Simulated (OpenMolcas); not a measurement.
## AlO (oxoaluminum): the electronic atomisation energy, rung by rung

The species is AlO (2 atoms), meant as a doublet with charge 0. As SMILES, `[O]=[Al]`. The shape is that of a PBE0-D4/def2-TZVP optimisation.

```xyz
2

O     0.0000    0.0000   -0.0249
Al    0.0000    0.0000    1.5950
```

Each level gives the electronic atomisation energy (eV). The values are calculated. Electronic energies at fixed atoms, without zero-point motion or spin-orbit coupling.

```tsv
level	kind	program	value (eV)	less CCSD(T)/def2-TZVPPD	CPU time (all runs)
USVWN5/def2-TZVPPD	LDA	OpenMolcas	6.64	+1.70	18 s
U-revPBE/def2-TZVPPD	GGA	OpenMolcas	5.40	+0.46	25 s
UPBE/def2-TZVPPD	GGA	OpenMolcas	5.70	+0.76	26 s
UM06-L/def2-TZVPPD	meta-GGA	OpenMolcas	5.29	+0.35	39 s
UTPSS/def2-TZVPPD	meta-GGA	OpenMolcas	5.38	+0.44	40 s
UB3LYP/def2-TZVPPD	global hybrid	OpenMolcas	5.21	+0.27	29 s
UM06-2X/def2-TZVPPD	hybrid meta-GGA	OpenMolcas	5.22	+0.28	41 s
ROCCSD(T)/def2-TZVPPD	coupled cluster or CI	OpenMolcas	4.94	0.00	26 s
```

Differences are taken from ROCCSD(T)/def2-TZVPPD for orientation; it has basis-set and higher-order errors of its own. The values span 4.94 to 6.64 eV. CPU times are rough (shared hosts, several kinds of processor): they show what a rung costs within a factor of a few.
